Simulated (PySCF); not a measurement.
# Shieldings and the share of exact exchange

Molecule: 1,1,2,2-tetrafluoroethane (SMILES FC(C(F)F)F).

Atom-mapped SMILES (the numbers label the heavy atoms): `[F:1][CH:2]([F:3])[CH:4]([F:5])[F:6]`. Hydrogens are named by the atom that carries them.

GIAO shieldings (ppm, equivalent atoms averaged) in PySCF on the PBE0-D3(BJ)/def2-SVP geometry, basis pcSseg-2, gas phase, non-relativistic:

```csv
functional,exact exchange (%),σ(F1/F3/F5/F6),σ(C2/C4)
BLYP,0,311.7,52.8
BP86,0,315.1,57.9
PBE,0,313.6,57.8
B3LYP,20,326.0,60.8
PBE0,25,330.9,67.3
BHandHLYP,50,343.1,71.7
HF,100,366.7,89.0
```

Question: Fit each shielding as a line in the percentage of exact exchange.

Answer: σ(F1/F3/F5/F6) = 314.6 + 0.54 x (rms 1.8 ppm); σ(C2/C4) = 56.2 + 0.33 x (rms 2.1 ppm). The functionals also differ in their semilocal parts, which the line can't hold; Hartree–Fock has no correlation at all.

Question: What does the line predict for mPW1PW91 (25 %), and what does the run give?

Answer: σ(F1/F3/F5/F6): 328.1 predicted, 331.4 computed; σ(C2/C4): 64.5 predicted, 66.7 computed ppm.
